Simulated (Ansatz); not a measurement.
System: fcc Rh. Method: HSE06-D3(BJ) (plane waves, PAW; Ansatz, a first-principles code).

Run with plane-wave cutoff 460 eV, 14×14×14 k mesh, Fermi–Dirac smearing 0.05 eV, no spin polarisation, scalar-relativistic PAW data made under PBE.

Computed points:

```tsv
V (Å³/atom)	E − E_lowest (meV/atom)
12.379	36.45
12.705	8.46
12.980	0.00
13.356	7.73
13.573	20.99
```

Question: What bulk modulus B0 and pressure derivative B′ does a third-order Birch–Murnaghan fit give?

Answer: V0 = 13.029 Å³/atom, B0 = 325 GPa, B′ = 5.2 (fit to the energies at full precision).

Measured, for comparison: bulk modulus 271 GPa (corrected for temperature and zero-point phonon effects, our sources range from 271 to 289; as tabulated in Levämäki et al. (2014), arXiv:1402.3671); equilibrium volume per atom 13.65 Å³/atom (static lattice: zero-point anharmonic expansion removed; as tabulated in Mejia-Rodriguez and Trickey (2018), arXiv:1807.09216). Computed (rounded) less measured: bulk modulus +20 % (+12 % to +20 % over the range), equilibrium volume per atom -4.5 %.

Computed values are for the static lattice.
